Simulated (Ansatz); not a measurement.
A calculation on zinc-blende ZnS returned lattice constant a 5.588 Å, bulk modulus 69.3 GPa.

For reference: lattice constant a 5.41 Å (measured, room temperature, no zero-point or thermal correction; as tabulated in Albrecht et al. (1997), arXiv:cond-mat/9706128); bulk modulus 77.1 GPa (measured, temperature not stated, no zero-point or thermal correction, our sources range from 74.5 to 77.1; as tabulated in Toher et al. (2017), arXiv:1611.05714).

Question: Which level of theory produced these numbers?
A. BLYP (Ansatz, a quantum-chemistry and plane-wave program)
B. PBE-D4 (Ansatz)
C. Hartree–Fock (Ansatz)
D. LC-ωPBE (Ansatz)

Answer: C, Hartree–Fock (Ansatz)

The others give: LC-ωPBE 5.344 Å, 89.4 GPa; BLYP 5.542 Å, 60.4 GPa; PBE-D4 5.377 Å, 76.6 GPa.

Unless a cell is named, each level is at its own relaxed cell (BLYP 21.27, Hartree–Fock 21.81, LC-ωPBE 19.08, PBE-D4 19.44 Å³/atom).

Caveats: the cell is over a tenth larger than the published one: the level's own overestimate first of all, though another phase or state, or a fault of the published cell, is possible (Hartree–Fock). Ansatz's density-functional and Hartree–Fock values are scalar-relativistic unless marked +SOC, with PAW data made under PBE.
